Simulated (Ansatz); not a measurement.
H₂O, SMILES O: the interaction energy of a dimer with the counterpoise correction, run with the Python package of Ansatz (0.2.0).

The script, `dimer_h2o.py`:
```python
'''Binding of a H2O dimer at a trial geometry.'''

import ansatz as az

FIRST = [
    ('O', (-0.2948, 0.195, -0.1369)),
    ('H', (0.4671, 0.5603, 0.317)),
    ('H', (-0.1723, -0.7553, -0.1801)),
]
SECOND = [
    ('O', (1.4555, 0.1647, -3.1225)),
    ('H', (1.0612, -0.7074, -3.1862)),
    ('H', (1.1437, 0.5595, -2.3059)),
]

def energy(atoms, ghosts=()):
    molecule = az.Crystal.molecule()
    for symbol, xyz in atoms:
        molecule = molecule.atom(symbol, xyz)
    calc = (
        molecule.calculation()
        .basis(gaussian='cc-pVDZ')
        .correlation('MP2')
    )
    deck = calc.input()
    if ghosts:
        deck = deck.set(az.key.basis.gaussian.ghost_atoms, [{'symbol': s, 'position_ang': list(xyz)} for s, xyz in ghosts])
    return az.Session.from_dict(deck).plan().execute().report['free_energy_ev']


def main() -> None:
    # monomers in their own basis and in the basis of the dimer
    both = energy(FIRST + SECOND)
    alone = energy(FIRST) + energy(SECOND)
    ghosted = energy(FIRST, SECOND) + energy(SECOND, FIRST)
    print(f'dimer {both:.6f} eV')
    print(f'interaction, uncorrected   {96.485332 * (both - alone):8.3f} kJ/mol')
    print(f'interaction, counterpoise  {96.485332 * (both - ghosted):8.3f} kJ/mol')
    print(f'basis-set superposition    {96.485332 * (alone - ghosted):8.3f} kJ/mol')


if __name__ == '__main__':
    main()
```

How large is the interaction at this pose, and how much of it is basis-set superposition?

Uncorrected it is -14.691 kJ/mol, with the counterpoise correction -4.784 kJ/mol; the difference, 9.91 kJ/mol, is the superposition error.

The run itself:

`python dimer_h2o.py` gives:
```text
dimer -4148.688036 eV
interaction, uncorrected    -14.691 kJ/mol
interaction, counterpoise    -4.784 kJ/mol
basis-set superposition       9.907 kJ/mol
```

Total energies depend on the basis set; only differences at equal settings carry meaning. The dimer is a generated trial pose of unrelaxed monomers, not a minimum, so the figure is no binding energy, and the basis set is small. Finished in 1.4 s on 1 thread of Arm Neoverse N1, with other jobs on the host, peak memory 0.13 GiB.
